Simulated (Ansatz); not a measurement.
# CH2Al (doublet): the correlation ladder, def2-QZVPP

One table from this session's results is given with a row withheld; the runs are named, their logs left out.

The runs use Ansatz 0.2.0, Gaussian basis; def2-QZVPP, core rule «outside noble gas», up to 6 orbitals frozen.

To be run: UHF; ROHF; CCSD(T) on UHF.

2 further runs of the same task are left out: 2 set aside as unsound or not needed.

## What is computed

The geometry is a PBE0/def2-TZVP stationary point (not a proven minimum).

4 atoms, charge 0, spin multiplicity 2.

Atoms are counted from 1 here; the program's logs count them from 0.

Bond lengths: Al1–C2 1.970 Å, Al1–H3 1.584 Å, Al1–H4 1.584 Å. Angles: C2–Al1–H3 117.4°, C2–Al1–H4 117.4°, H3–Al1–H4 125.1°.

The first run:

in.yaml

```yaml
crystal:
  periodic: [false, false, false]
  atoms:
    - {symbol: Al, position_ang: [0.000000, 0.000000, 0.541126]}
    - {symbol: C, position_ang: [0.000000, 0.000000, -1.428933]}
    - {symbol: H, position_ang: [0.000000, 1.405499, 1.270943]}
    - {symbol: H, position_ang: [0.000000, -1.405499, 1.270943]}
basis:
  gaussian: {orbitals: "def2-QZVPP.json"}
magnetization: {spin_polarized: true, initial_magnetization: 1}
hamiltonian: {xc: hf}
output: {orbitals: {seedname: orbitals}}
```

Run with:

```console
ansatz run in.yaml --threads 1 --pin off --events-out ev --progress --plain --max-ram 2393MiB
```

Steps of the session up to this table: UHF; ROHF; CCSD(T) on UHF.

One of the session's tables, all rows but one given; the rest of the session is left out.

It belongs to the step «Misses and costs». 

```
  method  from UCCSD(T) (kcal/mol)
    ROHF                   +150.49
     UHF                   +134.38
    UMP2                         ?
   UCCSD                     +5.55
UCCSD(T)                         0
```

Estimate the missing values for UMP2.

The run gave: from UCCSD(T) (kcal/mol): +29.73. In the column «from UCCSD(T) (kcal/mol)» it lies between UCCSD (+5.55) and UHF (+134.38).

The program flags UCCSD(T) as in doubt (see the logs), so the zero of the table is itself unsure.

To keep in mind: The determinant is far from a pure spin state, so its energy mixes those of several spin states (harmless only where they are near-degenerate, as at dissociation). The program flags UCCSD(T) as in doubt, so the zero of the table is itself unsure.
